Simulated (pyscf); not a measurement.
`[F][C]([F])[F]` [doublet] + `[ClH]` → `[FH]` + `[F][C]([F])[Cl]` [doublet] (four-centre exchange; doublet surface; C–F, Cl–H broken, F–H, C–Cl formed). Optimised with ωB97X-D3(BJ)/def2-SVP in PySCF. Energies in kcal/mol from the separated reactants.

| level | barrier | reaction energy |
|---|---|---|
| ωB97X-D3(BJ)/def2-TZVP | … | +4.1 |
| PBE/def2-TZVP | 34.4 | +3.1 |
| B3LYP-D3(BJ)/def2-TZVP | 39.5 | +3.9 |
| PBE0-D3(BJ)/def2-TZVP | 42.6 | +3.9 |
| ωB97M-D3(BJ)/def2-TZVP | 42.7 | +4.4 |
| HF/def2-TZVP | … | … |

Question: What belongs in the gaps?

Answer: 
- ωB97X-D3(BJ)/def2-TZVP, barrier: 44.6
- HF/def2-TZVP, barrier: 69.5
- HF/def2-TZVP, reaction energy: +9.9

The functionals in the table span 10.2 kcal/mol in this barrier, from PBE to ωB97X-D3(BJ). One saddle was located; it need not be the lowest between these sides.
